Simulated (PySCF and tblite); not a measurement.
Values are calculated unless marked as measured or tabulated.
**Conformer ensemble of C4H8O, numbered as in [CH3:1][CH2:2][C:3]([CH3:4])=[O:5]**

Conformers came from 90 starts (ETKDG and KDG, MMFF94s, GFN2-xTB); geometries are PBE0-D3(BJ)/def2-SVP. Free energies are PBE0-D3(BJ)/def2-TZVP single points with GFN2-xTB rigid-rotor and vibrational terms (modes under about 100 cm⁻¹ blended into free rotors). Symmetry numbers and mirror images are counted. Conformers within 4 kcal/mol (GFN2-xTB free energy) were kept, 5 at most. GIAO shieldings: PBE0/pcSseg-1. Shifts are against TMS (¹H), TMS (¹³C) at the same level. Run with PySCF (density fitting) and tblite.

Torsions listed: C1–C2–C3–O5. Of a mirror pair one member is shown.

| conformer | shape | symmetry | E(GFN2) kcal/mol | E(DFT) kcal/mol | G(298.15 K) kcal/mol | weight % | dipole D |
| --- | --- | --- | --- | --- | --- | --- | --- |
| 1 | 0° | Cs | 0.00 | 0.00 | 0.00 | 89.9 | 2.85 |
| 2 | -91° | C1 (pair) | 0.21 | 1.32 | 1.29 | 10.1 | 2.95 |

Weights (%) against temperature:

| T (K) | 1 | 2 | S(mix) cal/mol/K |
| --- | --- | --- | --- |
| 250 | 93.7 | 6.3 | 0.55 |
| 273.15 | 91.9 | 8.1 | 0.67 |
| 298.15 | 89.9 | 10.1 | 0.79 |
| 323.15 | 87.8 | 12.2 | 0.91 |
| 373.15 | 83.7 | 16.3 | 1.11 |

Averaged shifts at 298.15 K. ¹H: 2.17 (H2, 2H), 2.07 (H4, 3H), 0.99 (H1, 3H) ppm. ¹³C: 210.2 (C3), 37.7 (C2), 30.6 (C4), 9.3 (C1) ppm.

Coordinates of conformer 1 (Å):

```xyz
13

C    -1.908    0.139   -0.089
C    -0.540   -0.209    0.462
C     0.557   -0.182   -0.583
C     1.951   -0.508   -0.105
O     0.326    0.087   -1.738
H    -2.198   -0.560   -0.886
H    -2.674    0.106    0.700
H    -1.908    1.146   -0.531
H    -0.533   -1.212    0.926
H    -0.243    0.477    1.276
H     1.978   -1.510    0.352
H     2.651   -0.467   -0.949
H     2.267    0.206    0.673
```

Coordinates of conformer 2 (Å):

```xyz
13

C     1.647   -0.108   -0.196
C     0.518    0.285    0.754
C    -0.730    0.670   -0.017
C    -1.681   -0.448   -0.368
O    -0.937    1.812   -0.348
H     1.884    0.720   -0.880
H     2.561   -0.358    0.363
H     1.381   -0.986   -0.807
H     0.817    1.161    1.350
H     0.298   -0.546    1.443
H    -2.425   -0.096   -1.093
H    -1.142   -1.323   -0.766
H    -2.197   -0.782    0.547
```

Shifts are unscaled: against experiment ¹³C can be off by 15 ppm or more and ¹H by 0.8 ppm.

Search and properties took 42 s on 1 thread of Arm Neoverse V1, on a host shared with other jobs (rough), launched as `OMP_NUM_THREADS=1 python ens_run.py task.json out`.
